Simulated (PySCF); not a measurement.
Molecular orbitals of MgP⁺

TPSSh at R = 2.516 Å; Mg pcseg-1, P pcseg-1; no relativity (PySCF 2.14). State: ³Σ⁻ (triplet), unpaired electrons π ↑↑. Only the outer orbitals are listed, counted within each symmetry.

```
spin  orbital  occ.  ε (eV)  on Mg (%)           main shells (%)
   α       2π     1  -57.29        100                  100 Mg p
   α       2π     1  -57.29        100                  100 Mg p
   α       6σ     1  -57.27        100                  100 Mg p
   α       7σ     1  -20.70          3                    96 P s
   α       8σ     1  -12.53         39           57 P p, 35 Mg s
   α       3π     1  -11.73          3                    97 P p
   α       3π     1  -11.73          3                    97 P p
   α       9σ     0   -8.98         80  62 Mg s, 21 P p, 18 Mg p
   α       4π     0   -5.38         95                   95 Mg p
   α       4π     0   -5.38         95                   95 Mg p
   β       2π     1  -57.31        100                  100 Mg p
   β       2π     1  -57.31        100                  100 Mg p
   β       6σ     1  -57.30        100                  100 Mg p
   β       7σ     1  -18.34          8                    90 P s
   β       8σ     1  -11.90         51           50 Mg s, 41 P p
   β       9σ     0   -8.82         68  44 Mg s, 32 P p, 24 Mg p
   β       3π     0   -8.52         13           87 P p, 13 Mg p
   β       3π     0   -8.52         13           87 P p, 13 Mg p
```

Q: Which are the highest filled and the lowest empty level, where do they sit, and how wide is the gap?

A: Highest filled α 3π at -11.73 eV (in %: 97 P p); lowest empty α 9σ at -8.98 eV (in %: 62 Mg s, 21 P p, 18 Mg p); the gap at TPSSh is 2.75 eV.

```json
{"bond order (Mayer)": "1.13", "⟨S²⟩": "2.033", "charge on Mg (Mulliken, basis-dependent)": "0.92", "charge on Mg (Löwdin, basis-dependent)": "0.99", "dipole moment (positive dipole points towards P; it is taken about the centre of mass and depends on that origin)": "-7.49 D"}
```

The state was picked by a PBE0 search and need not be the measured ground state.
